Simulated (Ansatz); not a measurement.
# AlP2H (quintet): wave-function methods side by side, cc-pVDZ

Aim: climb from Hartree-Fock through coupled cluster and multireference methods for AlP2H (quintet) at one geometry and basis, and see what each rung misses.

The runs use Ansatz 0.2.0, Gaussian basis; cc-pVDZ, core rule «outside noble gas», up to 15 orbitals frozen.

The runs, in order: UHF; CCSD(T) on ROHF; CCSD(T) on UHF; BCCD(T) on ROHF; CISD; CCSDT(Q) on ROHF; CCSDT(Q) on UHF; CASSCF and NEVPT2, 10 electrons in 11 orbitals.

23 further runs of the same task are left out: 1 for a known fault of the program, 9 that didn't finish, 13 set aside as unsound or not needed.

## Step 1: The system

The geometry is a PBE0/def2-TZVP stationary point (not a proven minimum) of the parent state, kept for this charge and spin.

4 atoms, charge 0, spin multiplicity 5.

Atoms are counted from 1 here; the program's logs count them from 0.

Bond lengths: P1–Al2 2.241 Å, Al2–P3 2.191 Å, P3–H4 1.438 Å. Angles: P1–Al2–P3 179.9°, Al2–P3–H4 82.1°.

## Step 2: UHF

in.yaml reads:

```yaml
crystal:
  periodic: [false, false, false]
  atoms:
    - {symbol: P, position_ang: [0.000007, -0.304246, 2.733079]}
    - {symbol: Al, position_ang: [-0.000015, -0.348696, 0.492088]}
    - {symbol: P, position_ang: [0.000008, -0.387284, -1.698244]}
    - {symbol: H, position_ang: [0.000000, 1.040227, -1.526924]}
basis:
  gaussian: {orbitals: cc-pVDZ}
magnetization: {spin_polarized: true, initial_magnetization: 4}
hamiltonian: {xc: hf}
output: {orbitals: {seedname: orbitals}}
```

Run with:

```
> ansatz run in.yaml --threads 1 --pin off --events-out ev --progress --plain --max-ram 2393MiB
```

After this run come: CCSD(T) on ROHF; CCSD(T) on UHF; BCCD(T) on ROHF; CISD; CCSDT(Q) on ROHF; CCSDT(Q) on UHF; CASSCF and NEVPT2, 10 electrons in 11 orbitals.

Before running them: what should the planned runs give, taken together? Wanted: UCCSDT(Q) below the RHF energy; RMP2 from UCCSDT(Q); UMP2 from UCCSDT(Q); RCCSD from UCCSDT(Q); RCCSD(T) from UCCSDT(Q); UCCSD(T) from UCCSDT(Q); RCCSDT(Q) from UCCSDT(Q); NEVPT2 valence from UCCSDT(Q); T1 diagnostic.

**Answer**, as computed:

| quantity | value |
| --- | --- |
| UCCSDT(Q) below the RHF energy | -7.6467 eV |
| RMP2 from UCCSDT(Q) | +35.85 kcal/mol |
| UMP2 from UCCSDT(Q) | +36.91 kcal/mol |
| RCCSD from UCCSDT(Q) | +7.43 kcal/mol |
| RCCSD(T) from UCCSDT(Q) | +1.77 kcal/mol |
| UCCSD(T) from UCCSDT(Q) | +1.78 kcal/mol |
| RCCSDT(Q) from UCCSDT(Q) | +0.02 kcal/mol |
| NEVPT2 valence from UCCSDT(Q) | +33.03 kcal/mol |
| levels within 1 kcal/mol (43 meV) | RCCSDT, UCCSDT, RCCSDT(Q) |
| T1 diagnostic | 0.058 |
| effectively unpaired electrons | 4.02 |

What this shows: RCCSD(T) misses by +1.77 kcal/mol, 1.0 % of the correlation energy. The occupations are near whole numbers, but T1 = 0.058 shows that the orbitals relax strongly. These misses are within one basis, not against nature; the frozen cores of restricted and unrestricted runs differ, which can shift their rows.
